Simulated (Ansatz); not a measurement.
Species: SiH₂ (charge +1, doublet). 
Coordinates optimised at B3LYP-D3(BJ)/def2-TZVP (Ansatz, an electronic-structure program):
```xyz
3

Si     0.0001     0.0938    -0.0051
H     -1.2867    -0.6544     0.0427
H      1.2849    -0.6587     0.0282
```
Charge +1, spin multiplicity 2.

Total electronic energies in hartree. Cores are frozen in the correlated levels unless marked. UHF or UKS for open shells. Spin-orbit coupling is left out. Non-relativistic. Basis-set limits of correlation are two-point, X^-3; Hartree-Fock from the larger set (for Q and 5 zeta extrapolated as (X+1)exp(-9√X)).

```json
[
 {"level": "HF/aug-cc-pV(Q+d)Z", "program": "Ansatz", "energy (Eh)": "-289.74531"},
 {"level": "LC-wPBE-D4/def2-TZVPD", "program": "Ansatz + dftd4", "energy (Eh)": "-290.18787"},
 {"level": "MP2/CBS(def2-TZVPPD,def2-QZVPPD)", "program": "Ansatz", "energy (Eh)": "-289.8305"},
 {"level": "RI-MP2/def2-QZVPPD", "program": "Ansatz", "energy (Eh)": "-289.82661"},
 {"level": "RI-MP2/CBS(cc-pV(T+d)Z,cc-pV(Q+d)Z)", "program": "Ansatz", "energy (Eh)": "-289.8298"},
 {"level": "SCS-MP2/def2-QZVPP", "program": "Ansatz", "energy (Eh)": "-289.83702"},
 {"level": "CCSD/def2-SVPD", "program": "Ansatz", "energy (Eh)": "-289.72168"},
 {"level": "CCSD(T)/def2-SVPD", "program": "Ansatz", "energy (Eh)": "-289.72319"},
 {"level": "CCSD(T)/CBS(cc-pV(Q+d)Z,cc-pV(5+d)Z)", "program": "Ansatz", "energy (Eh)": "-289.8508"}
]
```

Totals of different functionals don't rank their quality; only differences between species are comparable.
